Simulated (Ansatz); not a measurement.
Stepwise reaction of SiH₄ with hydrogen chloride, as a gas-phase model of exchange steps in deposition or etching. ΔE in kJ/mol; ΔG adds harmonic PBE0-D4 terms to CCSD(T)/CBS, at 1 bar.

Program: Ansatz. Geometries: PBE0-D4/def2-TZVP. ΔE: electronic, gas phase. CCSD(T)/CBS is the MP2 limit (def2-TZVPP, def2-QZVPP) plus CCSD(T) − MP2 in def2-TZVPP, frozen cores. This one scheme is used for every species. DFT in def2-TZVPP. B3LYP here is the variant with VWN-RPA as its local correlation; programs differ in this.

| step | reaction | PBE-D4 | B3LYP-D4 | ωB97M-V | CCSD(T)/CBS | ΔG(600 K) |
| --- | --- | --- | --- | --- | --- | --- |
| 1 | SiH₄ + HCl → `[SiH3]Cl` + H₂ | -69.9 | -69.6 | -71.8 | -72.1 | -70.5 |
| 2 | `[SiH3]Cl` + HCl → `Cl[SiH2]Cl` + H₂ | -79.2 | -77.1 | -79.1 | -78.4 | -71.9 |
| 4 | `Cl[SiH](Cl)Cl` + HCl → `Cl[Si](Cl)(Cl)Cl` + H₂ | -72.4 | -70.0 | -71.6 | -69.3 | -53.6 |

Task: Give the row of step 3, `Cl[SiH2]Cl` + HCl → `Cl[SiH](Cl)Cl` + H₂. (Estimate.)

Result: Computed: 
```csv
step,reaction,PBE-D4,B3LYP-D4,ωB97M-V,CCSD(T)/CBS,ΔG(600 K)
3,`Cl[SiH2]Cl` + HCl → `Cl[SiH](Cl)Cl` + H₂,-79.9,-77.1,-79.0,-77.4,-66.9
```

Task: By hand: ΔE of the 4 steps together at CCSD(T)/CBS.

Result: (-72.1) + (-78.4) + (-77.4) + (-69.3) = -297.2 kJ/mol, or -74.3 kJ/mol a step.

In ΔE step 2 is the lowest and step 4 the highest. All are downhill at CCSD(T)/CBS. ΔG lies between -71.9 and -53.6 kJ/mol a step. PBE-D4 differs from CCSD(T)/CBS by -3.1 to 2.2 kJ/mol a step. Isolated molecules leave out the surface, adducts and barriers. Largest T1 diagnostic: 0.011.
